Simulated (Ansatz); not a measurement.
# SiH₃+ (triplet): the correlation ladder at distance Si1–H2 = 3.963 Å, cc-pVDZ

How much of the correlation energy of SiH₃+ (triplet) does each wave-function method recover here?

Program: Ansatz 0.2.0, Gaussian basis. Level of theory: cc-pVDZ, core rule «outside noble gas», up to 5 orbitals frozen. These are calculated values, not measurements.

The runs, in order: UHF; CCSD(T) on ROHF; CCSD(T) on UHF; BCCD(T) on ROHF; CISD; CCSDT(Q) on ROHF; CCSDT(Q) on UHF; CASSCF and MRCISD+Q, 4 electrons in 4 orbitals; CASSCF and NEVPT2, 4 electrons in 4 orbitals; CASSCF and MRCISD+Q, 6 electrons in 7 orbitals; CASSCF and NEVPT4(SD), 6 electrons in 7 orbitals; CASSCF and NEVPT2, 6 electrons in 7 orbitals; Full CI.

15 further runs of the same task are left out: 11 that didn't finish, 4 set aside as unsound or not needed.

## 1. The geometry

The geometry derives from a PBE0/def2-TZVP stationary point (not a proven minimum). One bond is set to the value named and the two fragments are kept rigid.

4 atoms, charge 1, spin multiplicity 3.

Atoms are counted from 1 here; the program's logs count them from 0.

Bond lengths: Si1–H3 1.694 Å, Si1–H4 1.694 Å. Angles: H3–Si1–H4 30.1°.

## 2. UHF

The input, in.yaml:

```yaml
crystal:
  periodic: [false, false, false]
  atoms:
    - {symbol: Si, position_ang: [0.000000, 0.137020, -0.038761]}
    - {symbol: H, position_ang: [0.000000, -3.297183, -2.016542]}
    - {symbol: H, position_ang: [0.439321, -0.260392, 1.548293]}
    - {symbol: H, position_ang: [-0.439321, -0.260392, 1.548293]}
basis:
  gaussian: {orbitals: cc-pVDZ}
total_charge: 1
magnetization: {spin_polarized: true, initial_magnetization: 2}
hamiltonian: {xc: hf}
output: {orbitals: {seedname: orbitals}}
```

On the command line:

```console
$ ansatz run in.yaml --threads 1 --pin off --events-out ev --progress --plain --max-ram 2393MiB
```

The runs that follow: CCSD(T) on ROHF; CCSD(T) on UHF; BCCD(T) on ROHF; CISD; CCSDT(Q) on ROHF; CCSDT(Q) on UHF; CASSCF and MRCISD+Q, 4 electrons in 4 orbitals; CASSCF and NEVPT2, 4 electrons in 4 orbitals; CASSCF and MRCISD+Q, 6 electrons in 7 orbitals; CASSCF and NEVPT4(SD), 6 electrons in 7 orbitals; CASSCF and NEVPT2, 6 electrons in 7 orbitals; Full CI.

Q: Predict the results of all the runs planned. Wanted: FCI below the RHF energy; RMP2 from FCI; UMP2 from FCI; RCCSD from FCI; RCCSD(T) from FCI; UCCSD(T) from FCI; RCCSDT(Q) from FCI; UCCSDT(Q) from FCI; NEVPT2 pair from FCI.

As calculated:

| quantity | value |
| --- | --- |
| FCI below the RHF energy | -2.8441 eV |
| RMP2 from FCI | +74.8 kJ/mol |
| UMP2 from FCI | +76.0 kJ/mol |
| RCCSD from FCI | +7.5 kJ/mol |
| RCCSD(T) from FCI | +1.9 kJ/mol |
| UCCSD(T) from FCI | +1.9 kJ/mol |
| RCCSDT(Q) from FCI | 0.0 kJ/mol |
| UCCSDT(Q) from FCI | 0.0 kJ/mol |
| NEVPT2 pair from FCI | +64.8 kJ/mol |
| NEVPT2 valence from FCI | +40.6 kJ/mol |
| NEVPT4(SD) valence from FCI | +6.7 kJ/mol |
| levels within 1 kcal/mol (43 meV) | RCCSD(T), UCCSD(T), BCCD(T), RCCSDT, UCCSDT, RCCSDT(Q), UCCSDT(Q), MRCISD+Q valence |
| T1 diagnostic | 0.018 |
| effectively unpaired electrons | 2.07 |

In words: RCCSD(T) lands +1.9 kJ/mol from the yardstick (0.7 % of the correlation energy). One determinant dominates. Of the multireference levels listed MRCISD+Q valence comes nearest in total energy (+1.4 kJ/mol), which doesn't show that its space is the better one. These misses are within one basis, not against nature; the frozen cores of restricted and unrestricted runs differ, which can shift their rows.
